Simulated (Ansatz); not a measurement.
# SiH (doublet): B2PLYP, RPA-PBE over a scan of the distance Si1–H2, cc-pVTZ

Aim: run SiH (doublet) with these functionals over a scan of the distance Si1–H2, and hold them against the top wave-function level at the same points.

Method: cc-pVTZ, all electrons in the functionals, frozen cores in the correlation of double hybrids and RPA; program: Ansatz 0.2.0, Gaussian basis.

To be run: B2PLYP, RPA-PBE, at 1.206 Å; 1.366 Å; 1.532 Å; 1.661 Å; 1.860 Å; 2.144 Å; 2.416 Å; 2.877 Å; 3.448 Å; 4.158 Å; 5.264 Å.

22 further runs of the same task are left out: 1 for a known fault of the program, 19 that didn't finish, 2 set aside as unsound or not needed.

## (1) The system

The geometry derives from a PBE0/def2-TZVP stationary point (not a proven minimum). One bond is set to the value named and the two fragments are kept rigid.

2 atoms, charge 0, spin multiplicity 2.

Atoms are counted from 1 here; the program's logs count them from 0.

Bond lengths: Si1–H2 1.532 Å.

As a file:

```xyz
2
charge 0, multiplicity 2
Si    0.0000    0.0000    0.0000
H     0.0000    0.0000    1.5317
```

No dispersion term is added.

The geometry shown and the zero of energy belong to the point 1.532 Å. The yardstick, FCI, and other wave-function levels (R restricted, U unrestricted, valence and pair active spaces) come from earlier runs.

## (2) B2PLYP, 1.206 Å

File in.yaml:

```yaml
crystal:
  periodic: [false, false, false]
  atoms:
    - {symbol: Si, position_ang: [0.000000, 0.000000, 0.000000]}
    - {symbol: H, position_ang: [0.000000, 0.000000, 1.206000]}
basis:
  gaussian: {orbitals: cc-pVTZ}
magnetization: {spin_polarized: true, initial_magnetization: 1}
hamiltonian: {xc: {name: B2PLYP}}
correlation: {electrons: outside_noble_gas}
```

On the command line:

```bash
$ ansatz run in.yaml --threads 1 --pin off --events-out ev --progress --plain --max-ram 2393MiB
```

The runs that follow: B2PLYP, 1.366 Å; B2PLYP, 1.532 Å; B2PLYP, 1.661 Å; B2PLYP, 1.860 Å; B2PLYP, 2.144 Å; B2PLYP, 2.416 Å; B2PLYP, 2.877 Å; B2PLYP, 3.448 Å; B2PLYP, 4.158 Å; B2PLYP, 5.264 Å; RPA-PBE, 1.206 Å; RPA-PBE, 1.366 Å; RPA-PBE, 1.532 Å; RPA-PBE, 1.661 Å; RPA-PBE, 1.860 Å; RPA-PBE, 2.144 Å; RPA-PBE, 2.416 Å; RPA-PBE, 2.877 Å; RPA-PBE, 3.448 Å; RPA-PBE, 4.158 Å; RPA-PBE, 5.264 Å.

Before running them: what should the planned runs give, taken together? Wanted: span of the FCI curve; largest miss, B2PLYP; largest miss, RPA-PBE.

**Answer**, as computed:

| quantity | value |
| --- | --- |
| span of the FCI curve | 71.4 kcal/mol |
| largest miss, B2PLYP | +4.3 kcal/mol (2.416 Å) |
| largest miss, RPA-PBE | +2.7 kcal/mol (2.877 Å) |

What this shows: Of the functionals, RPA-PBE keep the smallest largest miss at the points compared (at most 2.7 kcal/mol) and B2PLYP strays most (4.3 kcal/mol, at 2.416 Å). B2PLYP, RPA-PBE clearly break the spin symmetry at some points (⟨S²⟩ up to 1.01 above the pure value), so energy there is bought with a mixed spin. Functionals and the yardstick converge differently with the basis, so part of each miss in cc-pVTZ is the basis.
